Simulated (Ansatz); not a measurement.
Relaxed structures of B₂H₂O, singlet (PBE0-D4/def2-TZVP; forces vanish, vibrations not checked; lower isomers may exist, and structures with a doubtful reference or unclear bonds are left out; Å). Program: Ansatz 0.2.0. Basis: def2-TZVPP. Cores are frozen in the correlated methods.

Problem. Rank them by CCSD(T) energy, lowest first, and give each one's height above the lowest. Links in brackets join atoms within 1.22 times the sum of their covalent radii (1.1 for two metals). (To be estimated.)
A.
B₂H₂O ([B][O][BH2])
```
5
angstrom
B -0.3282 0.3446 -0.3338
B 1.1698 -1.2282 1.1894
O 0.4426 -0.4650 0.4506
H -0.8789 -0.1475 -1.2688
H -0.4053 1.4962 -0.0375
```
B.
B₂H₂O ([BH2][B][O])
```
5
angstrom
B -0.3776 0.3962 -0.3836
B 0.5659 -0.5940 0.5754
O 1.2456 -1.3072 1.2655
H -0.9480 -0.0495 -1.3293
H -0.4859 1.5544 -0.1280
```
C.
B₂H₂O ([BH][B][OH])
```
5
angstrom
B -0.3325 -0.1039 -0.4956
B 0.6089 -0.6725 0.5463
O 1.4324 -1.0980 1.4817
H -1.0649 0.3042 -1.3183
H 1.6463 -2.0377 1.4478
```

Solution. By the calculation: B (0.000 eV), A (0.674 eV), C (2.990 eV). Heights count from the lowest.

The T1 diagnostic stays at or below 0.020. The restricted Hartree–Fock reference is unstable towards an unrestricted one at one or more of these structures.

For scale, one of the runs: CCSD(T)/def2-TZVPP, 121 basis functions, launched by `ansatz run in.yaml --threads 2 --pin off --events-out ev --progress --plain --max-ram 4352MiB`. The run took about 5.5 s on 2 CPU threads of an Arm Neoverse V2 (shared host).
